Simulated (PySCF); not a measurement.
**Löwdin shares of the frontier orbitals**

Species: cis-2-pentene, C5H10.
Z-matrix (Å and degrees, PBE0-D3(BJ)/def2-TZVP geometry), rows numbered from 1:
```
C 
C   1  1.4901
C   2  1.3273  1  125.11
C   3  1.4921  2  125.32  1   179.46
C   4  1.5247  3  112.58  2  -119.39
H   1  1.0949  2  111.24  3   120.22
H   1  1.0947  2  111.19  3  -121.14
H   1  1.0918  2  111.36  3    -0.48
H   2  1.0899  1  116.48  3  -179.83
H   3  1.0908  2  118.56  1     0.53
H   4  1.0970  3  109.34  2   119.51
H   4  1.0944  3  109.44  2     3.27
H   5  1.0924  4  111.24  3  -178.04
H   5  1.0932  4  111.03  3   -58.02
H   5  1.0924  4  110.80  3    61.54
```

Method: TDDFT CAM-B3LYP/aug-cc-pVTZ, vertical, gas phase, core orbitals frozen in the response in PySCF. One conformer (not necessarily the lowest) at the PBE0-D3(BJ)/def2-TZVP geometry, without solvent, vibrations or thermal averaging.

Frontier orbitals with the atoms that hold most of them (Löwdin shares over 4%, at most four atoms; ? is withheld):

| orbital | ε (eV) | atoms |
| --- | --- | --- |
| LUMO+2 | 0.60 | H9 17%, H14 13%, H10 12%, H12 12% |
| LUMO+1 | 0.51 | H13 20%, H6 19%, H7 17%, H8 12% |
| LUMO | ? | ? |
| HOMO | -8.24 | C2 31%, C3 31%, C1 10%, C4 8% |
| HOMO-1 | -10.70 | ? |
| HOMO-2 | -10.92 | C4 28%, C5 22%, H12 10%, C3 8% |
| HOMO-3 | -11.47 | C1 23%, C2 19%, H8 10%, C5 9% |

Which atoms hold the LUMO, and with what shares?

H13 (bonded to C) 12%; H7 (bonded to C) 11%; H14 (bonded to C) 10%; H11 (bonded to C) 10%.

Which atoms hold the HOMO-1, and with what shares?

C3 (bonded to 2 C and H) 20%; C4 (bonded to 2 C and 2 H) 18%; C2 (bonded to 2 C and H) 14%; C5 (bonded to C and 3 H) 11%.

What is the LUMO energy, and the HOMO–LUMO gap?

ε(LUMO) = 0.33 eV; the gap is 8.57 eV (0.3151 hartree).

The HOMO–LUMO gap is 8.57 eV. Where does the response calculation put the lowest singlet, and from which orbitals?

S1 is at 6.22 eV (f = 0.012), 2.35 eV below the gap, made of HOMO→LUMO (80%). 

One configuration dominates each of S1 and S3. Which, and how do the shares of the two leading atoms of either orbital change from the occupied to the empty one?

- S1 (6.22 eV, f 0.012), HOMO→LUMO (80%): C2 31% → at most 10%, C3 31% → at most 10%, H13 at most 9% → 12%, H7 at most 9% → 11%
- S3 (6.72 eV, f 0.060), HOMO→LUMO+1 (78%): C2 31% → at most 13%, C3 31% → at most 13%, H13 at most 9% → 20%, H6 at most 9% → 19%

Löwdin shares depend on the basis, the more so with diffuse functions.
